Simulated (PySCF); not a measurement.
Atom-mapped SMILES (the numbers label the heavy atoms): `[CH2:1]=[CH:2][C:3](=[O:4])[F:5]`. Each H is labelled by its parent atom. Ha(C1) is cis to C3; Hb(C1) is trans to C3.

GIAO shifts from PySCF on PBE0-D3(BJ)/def2-TZVP geometries (one conformer, non-relativistic, equivalent nuclei averaged), against TMS at the same level and in the same medium; PCM means IEF-PCM chloroform.

Measured (solution, not stated per compound (mostly CDCl3 or CCl4); Pretsch, Buehlmann, Badertscher, Structure Determination of Organic Compounds, 4th ed. (2009)): H(C2) 6.14, Hb(C1) 6.25, Ha(C1) 6.60 ppm.

Problem. Which unscaled values do B97-2/pcSseg-2, gas; WP04/pcSseg-2, PCM; wB97X-D/pcSseg-2, PCM give, and how close are they?

Solution. 
```tsv
atoms	measured	B97-2/pcSseg-2, gas	WP04/pcSseg-2, PCM	wB97X-D/pcSseg-2, PCM
H(C2)	6.14	6.37	6.33	6.57
Hb(C1)	6.25	6.43	6.61	6.91
Ha(C1)	6.60	7.22	7.17	7.48
```

Mean absolute error for ¹H: B97-2/pcSseg-2, gas 0.34, WP04/pcSseg-2, PCM 0.37, wB97X-D/pcSseg-2, PCM 0.66 ppm.
